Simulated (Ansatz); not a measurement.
# PH2⁺, singlet: the ladder up to full CI

Geometry: displaced at random from a stationary point.

| atom | x (Å) | y (Å) | z (Å) |
| --- | --- | --- | --- |
| P | 0.0077 | -0.0603 | -0.0005 |
| H | -0.1571 | 0.9434 | -1.0144 |
| H | -0.0805 | 0.9110 | 1.0285 |

Basis cc-pVDZ; Ansatz 0.2.0. Correlated methods freeze the noble-gas cores, which leaves 6 electrons in 23 orbitals. R marks a restricted (for open shells ROHF) determinant, U an unrestricted one. Active spaces: valence = (6e, 6o) chosen from the atoms' valence shells.

Full CI is exact within this basis and frozen core; it isn't the basis-set limit. The frozen core follows each run's orbitals, which can shift R against U totals by a few meV.

```
UHF ⟨S²⟩                          : 0.390
T1 diagnostic (RCCSD)             : 0.0123
largest doubles amplitude (RCCSD) : 0.100
```

```
                   level  E − E(full CI) (meV)  share of correlation (%)  wall time
                     RHF                  3526                      0.00          –
                    RMP2                   888                     74.82          –
                    CISD                   226                     93.58     0.24 s
                   RCCSD                    87                     97.53          –
                RCCSD(T)                    20                     99.43     0.21 s
                 BCCD(T)                    20                     99.43     0.18 s
                  RCCSDT                     4                     99.89          –
               RCCSDT(Q)                     1                     99.98     0.39 s
                 RCCSDTQ                     0                    100.00      2.2 s
  CASSCF (valence space)                  2012                     42.93          –
  NEVPT2 (valence space)                   586                     83.38     0.27 s
  MRCISD (valence space)                    78                     97.78          –
MRCISD+Q (valence space)                     5                     99.85     0.48 s
```

The correlation energy at full CI, counted from RHF, is -3.526 eV. That run took 4 s on 1 thread of Intel Xeon 6975P-C, shared host over 1,573,121 determinants.

Run but not shown, since their state or frozen core can't be matched to the reference's or they repeat it: UHF.

Times hold each run's SCF and search for its determinant on a shared host, so for small cases they say little of a method's own cost; they ran on 1 thread of Intel Xeon 6975P-C.

The full-CI state has the irrep A' of Cs, in the program's axes.

Natural occupations of full CI about the gap: 1.963 1.947 1.903 0.063 0.041 0.024 0.013 0.009 0.008 0.007; effectively unpaired electrons, Σ n²(2−n)², 0.08.
